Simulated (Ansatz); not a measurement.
Geometry optimisation, Ansatz, RKS PBE/def2-SVPD.

Input file:

```yaml
crystal:
  periodic: [false, false, false]
  atoms:
    - { symbol: C, position_ang: [-0.21871, 0.28466, -0.64458] }
    - { symbol: "N", position_ang: [0.2218, -0.28835, 0.65287] }
    - { symbol: H, position_ang: [-0.04382, -0.42954, -1.44624] }
    - { symbol: H, position_ang: [-1.28046, 0.51931, -0.60694] }
    - { symbol: H, position_ang: [0.33615, 1.19561, -0.85801] }
    - { symbol: H, position_ang: [0.06299, 0.38364, 1.41594] }
    - { symbol: H, position_ang: [1.22472, -0.5166, 0.62464] }
    - { symbol: H, position_ang: [-0.30266, -1.14873, 0.86232] }
total_charge: 1
basis:
  gaussian: { orbitals: def2-SVPD }
hamiltonian:
  xc: pbe
relax:
  f_tol: 0.015
  max_steps: 40
```

Run as:

```bash
$ ansatz run input.yaml --threads 1 --pin off --max-ram 2048MiB --backend cpu --events-out ev --progress --plain --runs-dir out
```

Q: Where does it end, and by what steps?

A: The run converged. Limits of this set-up: the dipole of an ion depends on the origin. After 4 steps the energy has fallen by 0.032 eV; C1 moved furthest, 0.03 Å.

```json
{"step": "0", "energy less start (eV)": "0.0000", "largest force component (eV/Å)": "0.506", "accepted": "yes"}
{"step": "1", "energy less start (eV)": "-0.0277", "largest force component (eV/Å)": "0.272", "accepted": "yes"}
{"step": "2", "energy less start (eV)": "-0.0312", "largest force component (eV/Å)": "0.177", "accepted": "yes"}
{"step": "3", "energy less start (eV)": "-0.0322", "largest force component (eV/Å)": "0.019", "accepted": "yes"}
{"step": "4", "energy less start (eV)": "-0.0322", "largest force component (eV/Å)": "0.001", "accepted": "yes"}
```

```xyz
8
Properties=species:S:1:pos:R:3
C -0.227 0.296 -0.670
N 0.219 -0.285 0.646
H -0.040 -0.449 -1.461
H -1.303 0.525 -0.602
H 0.352 1.214 -0.860
H 0.067 0.374 1.429
H 1.227 -0.521 0.640
H -0.294 -1.154 0.877
```

Whether the end is a true minimum wasn't checked by a vibrational analysis.

The run took 7.1 s on 1 thread of Arm Neoverse V2, with other jobs on the host, peak memory 0.13 GiB.
